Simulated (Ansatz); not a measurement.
Elastic constant C44 (GPa) of solids drawn from the class of elemental solids other than molecular ones, at two levels: PBE (Ansatz, a quantum-chemistry and plane-wave program, plane waves, PAW), and PBEsol (plane waves, PAW; Ansatz).

```json
[
 {"solid": "hcp Sc", "PBE": "29.6", "PBEsol": "32.2", "shift (%)": "+8.8"},
 {"solid": "hcp Zr", "PBE": "26.6", "PBEsol": "22.2", "shift (%)": "-16.5"},
 {"solid": "hcp Ru", "PBE": "188", "PBEsol": "207", "shift (%)": "+10.1"},
 {"solid": "bcc Cs", "PBE": "1.37", "PBEsol": "1.48", "shift (%)": "+8.0"},
 {"solid": "bcc Na", "PBE": "6.30", "PBEsol": "6.54", "shift (%)": "+3.8"},
 {"solid": "fcc Rh", "PBE": "185", "PBEsol": "211", "shift (%)": "+14.1"},
 {"solid": "bcc Rb", "PBE": "2.00", "PBEsol": "2.15", "shift (%)": "+7.5"},
 {"solid": "bcc Fe", "PBE": "106", "PBEsol": "134", "shift (%)": "+26"},
 {"solid": "bcc Ba", "PBE": "10.4", "PBEsol": "11.3", "shift (%)": "+8.7"},
 {"solid": "fcc Pd", "PBE": "60.7", "PBEsol": "74.3", "shift (%)": "+22"}
]
```

The shifts run from -16.5 % to +26 %, with a median of +8.7 %.

Over all 10 rows PBEsol is the larger in 9.

Ansatz's runs of these crystals have no spin polarisation, but for bcc Fe.

Density-functional runs with spin start from parallel moments for bcc Fe.

Spin–orbit coupling is left out, also for the solids with elements from indium on (bcc Cs, bcc Ba); its size isn't shown.

Each level is taken at its own relaxed cell. Ansatz's density-functional and Hartree–Fock values are scalar-relativistic unless marked +SOC, with PAW data made under PBE.
